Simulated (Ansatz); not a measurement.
BH$_{5}$S, closed shell: harmonic vibrations.

Input (in.yaml):

```yaml
crystal:
  periodic: [false, false, false]
  atoms:
    - {symbol: B, position_ang: [-0.574279, -0.619380, -0.153616]}
    - {symbol: H, position_ang: [0.200556, -1.188747, -0.875971]}
    - {symbol: H, position_ang: [-0.830417, -1.167496, 0.891360]}
    - {symbol: H, position_ang: [-1.535277, -0.121460, -0.688867]}
    - {symbol: H, position_ang: [0.861017, 1.550742, -0.601704]}
    - {symbol: S, position_ang: [0.339443, 1.000703, 0.510607]}
    - {symbol: H, position_ang: [1.538857, 0.545637, 0.918191]}
basis:
  gaussian: {orbitals: def2-TZVP}
hamiltonian: {xc: pbe0, dispersion: d4}
phonons: {temperatures: {t_min: 298.15, t_max: 900, t_step: 200}}
```

Launched with

```bash
ansatz run in.yaml --threads 2 --pin off --events-out ev --progress --plain --max-ram 4352MiB
```

Output of Ansatz 0.2.0:

```
Functional definition: PBE0
  name "PBE0"
  cite "Adamo & Barone, J. Chem. Phys. 110, 6158 (1999) doi:10.1063/1.478522"
  cite "Perdew, Burke & Ernzerhof, Phys. Rev. Lett. 77, 3865 (1996) doi:10.1103/PhysRevLett.77.3865"
  parent pbe
  parameter a = 0.25
  parameter kappa = 0.804
  parameter beta = 0.06672455060314922
  exchange = (1 - a)*pbe_x(kappa = kappa, mu = beta*pi^2/3) + a*exact_x
  correlation = pbe_c(beta = beta)
660 factors; their error is unknown
mean field evaluation 1: about -11584.8082 eV, gradient 3.2e1 eV
mean field evaluation 2: about -11584.7860 eV, gradient 3.1e1 eV
mean field evaluation 4: about -11588.1622 eV, gradient 7.7e-1 eV
mean field evaluation 8: about -11588.1833 eV, gradient 8.1e-3 eV
mean field -11588.18333603 eV, -425.8578828463 hartree, gradient 8.0e-5 eV, S^2 0.000000; 0 other end points of the search recorded, 0 dependent functions left out
the calculation of the forces begins
reference -11588.18336344 eV, -425.8578838536 hartree; 13, 13 occupied and 85, 85 virtual orbitals, 660 factors
these checks for a lower state are left out or cut short: stability, starts, cluster_reference, orbital_swaps, neighbouring_geometries, increment
660 factors; their error is unknown
mean field evaluation 16: about -11588.1832 eV, gradient 3.9e-5 eV
Total energy: -11588.25542303 eV, -425.8605319946 hartree
Atom 0 at    -0.574279    -0.619380    -0.153616 Å, force     0.002063    -0.002244    -0.001459 eV/Å
Atom 1 at     0.200556    -1.188747    -0.875971 Å, force    -0.001403     0.001165     0.000931 eV/Å
Atom 2 at    -0.830417    -1.167496     0.891360 Å, force    -0.000541     0.001224    -0.000515 eV/Å
Atom 3 at    -1.535277    -0.121460    -0.688867 Å, force    -0.000537    -0.000599     0.000354 eV/Å
Atom 4 at     0.861017     1.550742    -0.601704 Å, force     0.000708     0.000105    -0.000483 eV/Å
Atom 5 at     0.339443     1.000703     0.510607 Å, force    -0.001448     0.000573     0.001334 eV/Å
Atom 6 at     1.538857     0.545637     0.918191 Å, force     0.001156    -0.000224    -0.000162 eV/Å
Dipole moment:     0.570763     0.564611     0.118958 e Å
Vibrations: 247.38 433.34 492.60 562.74 869.39 942.67 1103.38 1148.84 1156.17 1214.63 2475.45 2552.82 2583.07 2685.13 2696.98 cm⁻¹, zero-point energy 1.312037 eV

[the SCF lines of later steps are left out]
```

The lines “mean field evaluation” count trial sets of orbitals through the whole run, from several starts and some on an approximate energy, so they need not fall steadily or lie above the final value.

The run took about 24 s on 2 CPU threads of an Arm Neoverse V2 (shared host).
